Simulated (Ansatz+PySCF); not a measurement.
# singlet CH₃N: levels of theory in one basis

```xyz
5

C    -0.0008   -0.0538   -0.5842
N    -0.0025   -0.0770    0.6895
H     0.0057    0.8886    1.0650
H     0.0093   -0.9926   -1.1369
H    -0.0026    0.8638   -1.1980
```

Basis set: def2-SVP (spherical functions). Correlated methods keep 2 orbitals frozen. Charge 0, multiplicity 1.

Computed with Ansatz (development build ahead of 0.2.0); each method stands on the lowest determinant of its kind that the runs found. NEVPT2 correlates all electrons. Active spaces start from the frontier orbitals, and the lowest solution found is given.

| method | E − E(RHF) (eV) | <S²> of the determinant |
| --- | --- | --- |
| RHF | 0.00 | 0.00 |
| UHF | 0.00 | 0.05 |
| RHF-MP2 | -8.23 | – |
| RHF-CCSD | -8.86 | – |
| UHF-CCSD | -8.86 | 0.05 |
| RHF-CCSD(T) | -9.15 | – |
| UHF-CCSD(T) | -9.15 | 0.05 |
| CASSCF(2,2) | -0.92 | – |
| SC-NEVPT2(2,2) | -8.46 | – |

What does UHF-MP2 give on the same scale?

-8.13 eV.

Is a single determinant a sound starting point here?

By this sign, yes. Unrestricted orbitals gain 0.00 eV and <S²> is 0.05 against 0.00 for a pure state. The CASSCF(2,2) natural occupations are 1.91, 0.09.

Caution for UHF-MP2: another reference gives a lower total. Caution for CASSCF(2,2): other starts end on other solutions of this active space.
